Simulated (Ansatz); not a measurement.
**Wavefunction methods compared: NO₂, doublet**

Program: Ansatz, Gaussian basis, development build; BCCD by scripts on PySCF. Settings: STO-3G; 3 core orbitals frozen; no relativity. Perturbation and coupled-cluster methods stand on the Hartree–Fock determinant that coupled cluster favours; RHF here means ROHF, with semicanonical perturbation theory. The state met can differ between shapes. A minimal or small basis: far from the basis limit.

Shape A:

```csv
atom,x (Å),y (Å),z (Å)
N,0.0000,0.0000,0.0000
O,0.0000,1.3189,0.5598
O,0.0000,-1.0991,0.4665
```

Shape B:

```xyz
3

N     0.0000    0.0000    0.0000
O     0.0000    1.2310    0.5225
O     0.0000   -1.0991    0.4665
```

Shape C. A bond is stretched, to 1.24 times the sum of the covalent radii.

```xyz
3

N     0.0000    0.0000    0.0000
O     0.0000    1.5607    0.6625
O     0.0000   -1.0991    0.4665
```

Correlation energy of CCSD(T), then each method's total less that of CCSD(T), in eV:

| case | E corr CCSD(T) | CCSD | BCCD | BCCD(T) | determinant |
| --- | --- | --- | --- | --- | --- |
| A RHF | -5.716 | +0.338 | +0.645 | -0.076 | – |
| A UHF | -5.444 | +0.312 | +0.639 | -0.070 | ⟨S²⟩ = 1.110 |
| B RHF | -6.733 | +0.670 | +0.752 | +0.017 | 0.78 eV over the lowest such Hartree–Fock solution met |
| C RHF | -6.229 | +0.330 | +0.475 | -0.004 | – |

Give full CI less CCSD(T). Is CCSD(T) good to 1 kcal/mol?

A RHF: -0.252 eV (outside); A UHF: -0.250 eV (outside, spin-contaminated determinant); B RHF: -0.102 eV (outside); C RHF: -0.229 eV (outside).

Which method comes nearest to full CI in total energy for A RHF?

BCCD(T), 0.176 eV away; next CCSD(T) (0.252 eV), last BCCD (0.897 eV).
